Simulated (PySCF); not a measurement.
dimethyl sulfide (C2H6S), SMILES S(C)C.

Geometry optimised at PBE0-D3(BJ)/def2-TZVP.

Calculation: PySCF with TDDFT-B3LYP/def2-SVPD.

Vertical excitations.  State labels are in the subgroup C2v.

```csv
state,symmetry,energy (eV),λ (nm),f,main pairs
S1,A2,5.30,234,0.000,HOMO→LUMO 97 %
S2,B2,5.55,223,0.006,HOMO→LUMO+1 98 %
S3,B2,6.11,203,0.029,HOMO→LUMO+2 98 %
S4,A1,6.58,189,0.052,HOMO→LUMO+3 100 %
S5,B2,6.89,180,0.004,HOMO→LUMO+4 99 %
S6,A2,7.14,174,0.000,"HOMO→LUMO+5 80 %, HOMO→LUMO+6 18 %"
S7,A2,7.55,164,0.000,"HOMO→LUMO+6 80 %, HOMO→LUMO+5 19 %"
S8,B2,7.77,160,0.065,HOMO→LUMO+7 99 %
S9,B1,8.11,153,0.023,"HOMO−1→LUMO 73 %, HOMO→LUMO+9 21 %"
S10,A1,8.13,153,0.002,"HOMO→LUMO+8 73 %, HOMO−1→LUMO+1 26 %"
T1,A2,4.93,252,0,HOMO→LUMO 91 %
T2,B2,5.42,229,0,HOMO→LUMO+1 98 %
T3,B2,5.68,218,0,HOMO→LUMO+2 89 %
T4,A1,6.46,192,0,HOMO→LUMO+3 99 %
```
Triplets are in the Tamm–Dancoff approximation, which puts them higher than full response would, so one can lie above its singlet here.
